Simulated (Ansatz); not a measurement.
Two members of one family (Series SiH3X), computed with Ansatz in the gas phase. Binding counts from free atoms in the multiplicity of their measured ground term, without zero-point energy. The structures are stationary points that may keep the symmetry of their start.

First: Si(OMe)H3 (singlet, charge 0, PBE0-D4/def2-TZVP geometry).

```xyz
9

Si   -0.954   -0.087    0.903
O    -0.450    0.008   -0.658
C     0.911    0.090   -1.008
H     1.385    0.980   -0.576
H     0.981    0.155   -2.094
H     1.465   -0.796   -0.676
H    -0.393   -1.298    1.569
H    -2.432   -0.159    0.863
H    -0.512    1.108    1.677
```

```tsv
level	HOMO (eV)	LUMO (eV)	gap (eV)	binding per atom (eV)
LDA (SPW92)/def2-TZVP	-6.75	-0.85	5.91	4.01
PBE-D4/def2-SVP	-6.47	-0.07	6.40	3.58
PBE-D4/def2-TZVP	-6.66	-0.57	6.09	3.58
B3LYP-D4/6-31G	-7.49	0.48	7.97	3.31
CAM-B3LYP-D4/def2-TZVP	-9.63	1.25	10.88	3.60
```

Second: SiH3(NHMe) (singlet, charge 0, PBE0-D4/def2-TZVP geometry).

```xyz
10

Si   -0.449    0.987    0.889
H    -1.613    0.894    1.808
H     0.783    1.274    1.681
H    -0.631    2.149   -0.028
N    -0.361   -0.500    0.053
C     0.617   -0.837   -0.954
H    -1.036   -1.218    0.248
H     0.160   -1.038   -1.930
H     1.309   -0.003   -1.091
H     1.221   -1.709   -0.675
```

Question: Estimate the same table for the second.

Answer: 
```tsv
level	HOMO (eV)	LUMO (eV)	gap (eV)	binding per atom (eV)
LDA (SPW92)/def2-TZVP	-5.42	-0.57	4.85	3.89
PBE-D4/def2-SVP	-5.11	0.16	5.27	3.49
PBE-D4/def2-TZVP	-5.32	-0.35	4.98	3.49
B3LYP-D4/6-31G	-5.97	0.92	6.89	3.29
CAM-B3LYP-D4/def2-TZVP	-8.09	1.38	9.47	3.50
```
